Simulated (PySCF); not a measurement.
Dissociation curve of C2H2, SMILES C#C. The C1–H4 bond (C1 also carries C; H4 carries nothing else) is pulled apart rigidly from the PBE0/def2-TZVP optimised geometry.

Levels of theory: RHF/cc-pVDZ (PySCF); UCCSD = CCSD on UHF/cc-pVDZ, 2 core orbitals frozen (PySCF); CASSCF(2,2)/cc-pVDZ (PySCF); NEVPT2 = SC-NEVPT2 on CASSCF(2,2)/cc-pVDZ, all electrons correlated (PySCF 2.14.0).

Energies are in eV, each relative to the lowest point of its own curve near equilibrium.

| R / Å | RHF | UCCSD | CASSCF(2,2) | NEVPT2 |
|---|---|---|---|---|
| 0.80 | 2.602 | 2.729 | 2.757 | 2.765 |
| 0.85 | 1.532 | 1.638 | 1.662 | 1.667 |
| 0.91 | 0.699 | 0.777 | 0.796 | 0.799 |
| 0.95 | 0.353 | 0.411 | 0.427 | 0.428 |
| 0.99 | 0.137 | 0.175 | 0.186 | 0.186 |
| 1.02 | 0.045 | 0.067 | 0.075 | 0.075 |
| 1.06 | 0.000 | 0.000 | 0.002 | 0.002 |
| 1.10 | 0.026 | [?] | 0.000 | 0.000 |
| 1.14 | 0.110 | 0.064 | 0.054 | 0.055 |
| 1.17 | [?] | 0.140 | 0.124 | 0.126 |
| 1.24 | 0.499 | 0.391 | 0.361 | 0.366 |
| 1.32 | 0.929 | 0.768 | 0.718 | 0.729 |
| 1.45 | [?] | 1.479 | 1.393 | 1.418 |
| 1.60 | [?] | 2.340 | 2.197 | 2.247 |
| 1.77 | 3.819 | 3.307 | 3.034 | 3.122 |
| 1.94 | 4.828 | 4.132 | 3.737 | 3.871 |
| 2.11 | [?] | 4.772 | 4.285 | 4.469 |
| 2.33 | [?] | 5.297 | 4.780 | 5.021 |
| 2.62 | 7.859 | 5.589 | 5.144 | 5.438 |
| 2.91 | 8.735 | 5.678 | 5.309 | 5.631 |
| 3.23 | 9.489 | 5.708 | 5.383 | 5.717 |
| 3.72 | 10.316 | 5.721 | 5.415 | 5.756 |

Complete the blanks.


- 1.10, UCCSD: 0.004
- 1.17, RHF: 0.203
- 1.45, RHF: 1.739
- 1.60, RHF: 2.727
- 2.11, RHF: 5.735
- 2.33, RHF: 6.754

The restricted form behind RHF keeps the bonding electrons paired and can't separate into open-shell fragments. The unrestricted determinant behind UCCSD is spin-contaminated at 1.60 to 3.72 Å (<S²> up to 1.3, against 0.00 for a pure singlet).
